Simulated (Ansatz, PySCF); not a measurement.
methyl formate (C2H4O2), SMILES O=COC.

Coordinates come from a ωB97X-D3(BJ)/def2-SVP optimisation. The values are those of a single conformer.

Vertical ionisation energy (IE) and electron affinity (EA) in eV. Rows of orbital energies are one-electron estimates. Where ΔSCF, EOM or ADC give a negative EA the extra electron is unbound and the value depends on the basis.

```json
[
 {"level": "−ε(HOMO), −ε(LUMO), B3LYP/def2-TZVPD (PySCF)", "IE": "8.15", "EA": "0.42"},
 {"level": "−ε(HOMO), −ε(LUMO), PBE/def2-TZVPD (PySCF)", "IE": "(withheld)", "EA": "(withheld)"},
 {"level": "ΔSCF, CAM-B3LYP/def2-SVPD (Ansatz), final states of multiplicity 2 and 2", "IE": "11.20", "EA": "-1.90"},
 {"level": "ΔSCF, PBE/def2-SVPD (Ansatz), final states of multiplicity 2 and 2", "IE": "10.90", "EA": "-1.61"}
]
```

### Question
Some entries are withheld; supply them. (An estimate is asked for; the answer gives what the named calculation found.)

### Answer

- −ε(HOMO), −ε(LUMO), PBE/def2-TZVPD (PySCF), IE: 6.72
- −ε(HOMO), −ε(LUMO), PBE/def2-TZVPD (PySCF), EA: 1.26

### Question
What vertical singlet–triplet gap does ΔSCF give with CAM-B3LYP/def2-SVPD (Ansatz, a quantum-chemistry and plane-wave program) and with PBE/def2-SVPD (Ansatz)? (Estimate from the structure and the level; the computed values follow.)

### Answer
5.31 and 5.38 eV (triplet above singlet where positive).
